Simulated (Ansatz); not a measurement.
Mulliken charges of `[NH2][AlH2]` from r2SCAN/def2-TZVPP in Ansatz (PBE0-D4/def2-TZVP geometry).

```
atom   x (Å)   y (Å)   z (Å)  charge (e)
  N1   0.050  -0.944   0.078      -0.479
 Al2  -0.031   0.813  -0.083       0.518
  H3   0.286  -1.580  -0.666       0.152
  H4  -0.132  -1.453   0.927       0.152
  H5   0.289   1.442  -1.501      -0.171
  H6  -0.419   1.657   1.199      -0.171
```

Problem. By hand: the dipole of these point charges (1 e Å = 4.8032 D).

Solution. Σ q r = (0.006, -0.118, 0.011) e Å, of length 0.119 e Å = 0.57 D.

Problem. How does the dipole of the full density compare? (Estimate.)

Solution. Computed: (0.013, -0.280, 0.026) e Å, 1.35 D; the point charges give 0.42 times that, at 0° from its direction.

Point charges leave out the atoms' own dipoles, such as those of lone pairs, and Mulliken's split depends on the basis, so the two needn't agree.
